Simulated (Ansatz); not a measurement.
We consider hcp Hf, described by r²SCAN (Ansatz, an electronic-structure program, PAW).

Settings: plane-wave cutoff 500 eV, 4×4×3 k mesh (along the axes of the cell as run), Fermi–Dirac smearing 0.1 eV, cell of 96 sites, scalar-relativistic PAW data made under PBE.

Q: Predict the vacancy formation energy and vacancy formation energy before relaxation.

A: 
vacancy formation energy: 2.52 eV
vacancy formation energy before relaxation: 2.61 eV

Note: energies are extrapolated to zero smearing, and mesh and cell size move such values by some hundredths of an eV or more.

Spin–orbit coupling is not included.

The computed numbers hold no vibrational or temperature effects.
